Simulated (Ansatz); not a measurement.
C4H8F2 (`CC(C)C(F)F`), 14 atoms. The species carries charge 0 and has multiplicity 1. All runs use 4 threads of an Intel Xeon 6975P-C on a shared host. Correlated methods freeze the cores.

Task: Give the basis size and wall time and peak host memory of each of these runs in Ansatz. RKS PBE0-D4/def2-SVP energy; RHF-MP2/def2-QZVPP energy; RHF-CCSD(T)/def2-SVP energy; RKS CAM-B3LYP-D4/def2-TZVPP energy; RKS PBE0-D4/def2-TZVP relaxation (6 steps); RKS PBE0-D4/def2-TZVP frequencies; RKS ωB97M-V/def2-SVP energy; RHF-CCSD(T)/def2-TZVPP energy; RKS PBE0-D4/def2-QZVPP energy; direct RPA on PBE orbitals/def2-TZVPP energy; RKS BLYP-D4/def2-TZVPP energy; RKS LC-ωPBE/def2-TZVPP energy. (An estimate is asked.)

Result: Ansatz gave: Other jobs shared the machine, so times are rough.

| level | job | functions | wall time | peak host memory (GiB) |
| --- | --- | --- | --- | --- |
| RKS PBE0-D4/def2-SVP | energy | 124 | 0.75 s | 0.3 |
| RKS BLYP-D4/def2-TZVPP | energy | 298 | 1.4 s | 0.42 |
| RKS LC-ωPBE/def2-TZVPP | energy | 298 | 1.9 s | 0.63 |
| RKS ωB97M-V/def2-SVP | energy | 124 | 2.4 s | 0.41 |
| RKS CAM-B3LYP-D4/def2-TZVPP | energy | 298 | 2.5 s | 0.92 |
| direct RPA on PBE orbitals/def2-TZVPP | energy | 298 | 4.3 s | 0.94 |
| RHF-CCSD(T)/def2-SVP | energy | 124 | 4.6 s | 0.93 |
| RKS PBE0-D4/def2-QZVPP | energy | 582 | 6.5 s | 2.4 |
| RKS PBE0-D4/def2-TZVP | relaxation (6 steps) | 234 | 15 s | 0.72 |
| RHF-MP2/def2-QZVPP | energy | 582 | 21 s | 5.2 |
| RKS PBE0-D4/def2-TZVP | frequencies | 234 | 2.4 min | 0.75 |
| RHF-CCSD(T)/def2-TZVPP | energy | 298 | 3.5 min | 4.7 |

LC-ωPBE has ω = 0.4 bohr⁻¹.
